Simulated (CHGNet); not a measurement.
**1T (CdI2-type) ZrSe₂**

Computed with the machine-learned potential CHGNet 0.3.0 (trained on PBE and PBE+U data).

Cell: relaxed at this level.

For 1T (CdI2-type) ZrSe₂, the lattice constant a comes out as 3.825 Å. The lattice parameter c comes out as 6.913 Å.

Measured, for comparison: lattice constant a 3.77 Å (temperature not stated, not corrected to a static lattice; as tabulated in Björkman (2014), arXiv:1406.2436); lattice parameter c 6.122 Å (temperature not stated, zero-point anharmonic expansion removed (computed with revB86b-DF2); no thermal correction; as tabulated in Björkman (2014), arXiv:1406.2436). Computed (rounded) less measured: lattice constant a +1.5 %, lattice parameter c +12.9 %.

A machine-learned potential is trained on density-functional data: it inherits that level's misses and adds fitting errors of its own.

Note: the model's c/a of 1.81 is far from the 1.63 of the starting cell; this model's volume lies 16 % above that of the starting cell (a measured, published or database cell).
